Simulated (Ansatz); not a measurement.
# O2 (charge +1), doublet: energies of several shapes or isomers

Calculated in Ansatz's Gaussian-basis code. Basis cc-pVDZ, nonrelativistic, 2 orbitals frozen in the corrections; active space CAS(11,8). Restricted Hartree–Fock, then the lowest state-specific CASSCF solution met for each case. On stretched bonds single-reference methods can fail or change state. Unlike active orbitals can shift such differences by tenths of an eV, at times by over 1 eV.

Case A: bond length 1.0983 Å.

Case B: bond length 1.0105 Å.

Case C: bond length 1.1862 Å.

Energy less that of case A, in eV:

```json
{"case": "B", "RHF/ROHF": "+0.176", "CASSCF": "+0.936"}
{"case": "C", "RHF/ROHF": "+0.974", "CASSCF": "+0.144"}
```

Question: What does SC-NEVPT2 give for these differences?

Answer: B: +1.001 eV (23.1 kcal/mol); C: +0.092 eV (2.1 kcal/mol).

Question: Which case is lowest, and do the methods agree?

Answer: A is lowest in SC-NEVPT2. Of the methods shown, RHF/ROHF, CASSCF agree.
